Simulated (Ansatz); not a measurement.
Input file:

```yaml
crystal:
  periodic: [false, false, false]
  atoms:
    - {symbol: Al, position_ang: [0.000000, 0.000000, 0.000000]}
    - {symbol: Cl, position_ang: [0.000000, 0.000000, 2.215900]}
basis:
  gaussian: {orbitals: aug-cc-pVTZ}
magnetization: {spin_polarized: true, initial_magnetization: 2}
hamiltonian: {xc: {name: B3LYP}}
```

```sh
$ ansatz run in.yaml --threads 2 --pin off --events-out ev --progress --plain --max-ram 16896MiB --backend cuda --devices 0, --max-vram 18GiB
```

Problem. Roughly how long does this take on 2 threads of AMD EPYC 7R13 with a shared H100 80 GB, shared host, and how much host memory?

Solution. 3.3 s wall and 0.81 GiB.

```
717 factors; their error is unknown
mean field evaluation 1: about -19118.9076 eV, gradient 1.1e1 eV
mean field evaluation 2: about -19118.1434 eV, gradient 1.6e1 eV
mean field evaluation 4: about -19119.7174 eV, gradient 7.3e-1 eV
mean field evaluation 8: about -19119.7475 eV, gradient 3.7e-2 eV
mean field evaluation 16: about -19119.6821 eV, gradient 2.0e0 eV
mean field -19119.74755248 eV, -702.6377627234 hartree, gradient 2.7e-5 eV, S^2 2.001941; 1 other end points of the search recorded, 0 dependent functions left out
reference -19119.74777226 eV, -702.6377707999 hartree; 16, 14 occupied and 84, 86 virtual orbitals, 717 factors
Total energy: -19119.74777226 eV, -702.6377707999 hartree
```
